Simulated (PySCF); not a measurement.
Compound: C₅H₇F.
SMILES: `FC=C1CCC1`

The closed-shell ground state was solved at several levels (PySCF, density fitting, gas phase, non-relativistic). Geometry: GFN2-xTB; no solvent, vibrations or thermal averaging.

```csv
level,basis functions,HOMO (eV),LUMO (eV),gap (eV),dipole (D)
B3LYP/pcJ-1,232,-6.64,0.14,6.78,1.84
B3LYP/def2-SVPD,179,-6.74,0.02,6.76,1.92
```

(1) What might PBE0/pcSseg-1 (137 basis functions) give for the same quantities?

(2) Over all these levels, which gives the widest orbital gap and which the narrowest?

(3) How far do the dipole and the HOMO energy spread over the levels?

Answers

(1) HOMO -6.87 eV, LUMO 0.38 eV, gap 7.25 eV, dipole 1.82 D.

(2) PBE0/pcSseg-1 (global hybrid, 25 % exact exchange) has the widest, 7.25 eV, and B3LYP/def2-SVPD (global hybrid, 20 % exact exchange) the narrowest, 6.76 eV. Functional and basis both differ between the two, so the spread mixes both effects.

(3) The dipole runs from 1.82 to 1.92 D (mean 1.86 D) and the HOMO from -6.87 to -6.64 eV.
